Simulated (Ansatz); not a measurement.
Geometry optimisation, RKS PBE-D4/6-31G* in Ansatz.

Input:

```yaml
crystal:
  periodic: [false, false, false]
  atoms:
    - { symbol: B, position_ang: [0.0, 0.0, 0.0] }
    - { symbol: H, position_ang: [0.0, 0.0, 1.19] }
    - { symbol: F, position_ang: [1.1431, 0.0, -0.66] }
    - { symbol: F, position_ang: [-1.1431, 0.0, -0.66] }
basis:
  gaussian: { orbitals: "6-31G*" }
hamiltonian:
  xc: pbe
  dispersion: d4
relax:
  f_tol: 0.02
  max_steps: 40
output:
  orbitals: {}
```

Command:

```bash
$ ansatz run input.yaml --threads 1 --pin off --max-ram 2048MiB --backend cpu --events-out ev --progress --plain --runs-dir out
```

**Question.** Where does it end, and by what steps?

**Answer.** It converged. After 3 steps the energy has fallen by 0.008 eV; H2 moved furthest, 0.02 Å.

```
step  energy less start (eV)  largest force component (eV/Å)  accepted
   0                  0.0000                           0.351       yes
   1                 -0.0062                           0.229       yes
   2                 -0.0077                           0.022       yes
   3                 -0.0077                           0.003       yes
```

```xyz
4
Properties=species:S:1:pos:R:3
B 0.000 0.000 0.008
H 0.000 0.000 1.208
F 1.141 0.000 -0.673
F -1.141 0.000 -0.673
```

Run time: 2.7 s on 1 thread of AMD EPYC 7B13 (Zen 3), with other jobs on the host, peak memory 0.11 GiB.
